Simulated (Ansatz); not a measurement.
# SiH2 (triplet): wave-function methods side by side at angle H2–Si1–H3 = 121.6°, cc-pVDZ

Aim: climb from Hartree-Fock through coupled cluster and multireference methods for SiH2 (triplet) at one geometry and basis, and see what each rung misses.

Method: cc-pVDZ, core rule «outside noble gas», up to 5 orbitals frozen; program: Ansatz 0.2.0, Gaussian basis.

To be run: UHF; CCSD(T) on ROHF; CCSD(T) on UHF; BCCD(T) on ROHF; CISD; CCSDT(Q) on ROHF; CCSDT(Q) on UHF; CASSCF and MRCISD+Q, 4 electrons in 4 orbitals; CASSCF and NEVPT2, 4 electrons in 4 orbitals; CASSCF and MRCISD+Q, 6 electrons in 6 orbitals; CASSCF and NEVPT2, 6 electrons in 6 orbitals; Full CI.

10 further runs of the same task are left out: 1 for a mislabelled method, 5 that didn't finish, 4 set aside as unsound or not needed.

## (1) What is computed

The geometry derives from a PBE0/def2-TZVP stationary point (not a proven minimum). One angle is set to the value named; bond lengths are kept.

3 atoms, charge 0, spin multiplicity 3.

Atoms are counted from 1 here; the program's logs count them from 0.

Bond lengths: Si1–H2 1.486 Å, Si1–H3 1.486 Å. Angles: H2–Si1–H3 121.6°.

## (2) UHF

File in.yaml:

```yaml
crystal:
  periodic: [false, false, false]
  atoms:
    - {symbol: Si, position_ang: [0.000000, -0.048551, 0.000000]}
    - {symbol: H, position_ang: [0.000000, 0.676422, -1.297186]}
    - {symbol: H, position_ang: [0.000000, 0.676421, 1.297186]}
basis:
  gaussian: {orbitals: cc-pVDZ}
magnetization: {spin_polarized: true, initial_magnetization: 2}
hamiltonian: {xc: hf}
output: {orbitals: {seedname: orbitals}}
```

Launch:

```
ansatz run in.yaml --threads 1 --pin off --events-out ev --progress --plain --max-ram 2393MiB
```

Further steps of the session: CCSD(T) on ROHF; CCSD(T) on UHF; BCCD(T) on ROHF; CISD; CCSDT(Q) on ROHF; CCSDT(Q) on UHF; CASSCF and MRCISD+Q, 4 electrons in 4 orbitals; CASSCF and NEVPT2, 4 electrons in 4 orbitals; CASSCF and MRCISD+Q, 6 electrons in 6 orbitals; CASSCF and NEVPT2, 6 electrons in 6 orbitals; Full CI.

**Question.** What will the summary of the whole plan be? Wanted: FCI below the RHF energy; RMP2 from FCI; UMP2 from FCI; RCCSD from FCI; RCCSD(T) from FCI; UCCSD(T) from FCI; RCCSDT(Q) from FCI; UCCSDT(Q) from FCI; NEVPT2 pair from FCI.

**Answer**, as computed:

| quantity | value |
| --- | --- |
| FCI below the RHF energy | -2.6876 eV |
| RMP2 from FCI | +64.6 kJ/mol |
| UMP2 from FCI | +64.2 kJ/mol |
| RCCSD from FCI | +6.6 kJ/mol |
| RCCSD(T) from FCI | +1.7 kJ/mol |
| UCCSD(T) from FCI | +1.7 kJ/mol |
| RCCSDT(Q) from FCI | 0.0 kJ/mol |
| UCCSDT(Q) from FCI | 0.0 kJ/mol |
| NEVPT2 pair from FCI | +64.8 kJ/mol |
| MRCISD+Q pair from FCI | -1.2 kJ/mol |
| NEVPT2 valence from FCI | +56.2 kJ/mol |
| levels within 1 kcal/mol (43 meV) | RCCSD(T), UCCSD(T), BCCD(T), RCCSDT, UCCSDT, RCCSDT(Q), UCCSDT(Q), MRCISD+Q pair, MRCISD+Q valence |
| T1 diagnostic | 0.020 |
| effectively unpaired electrons | 2.03 |

**Reading.** RCCSD(T) misses by +1.7 kJ/mol, 0.7 % of the correlation energy. MRCISD+Q pair falls below full CI: the +Q correction isn't variational, and the cores differ from full CI's. One determinant dominates. Of the multireference levels listed MRCISD+Q valence comes nearest in total energy (+0.4 kJ/mol), which doesn't show that its space is the better one. These misses are within one basis, not against nature; the frozen cores of restricted and unrestricted runs differ, which can shift their rows.
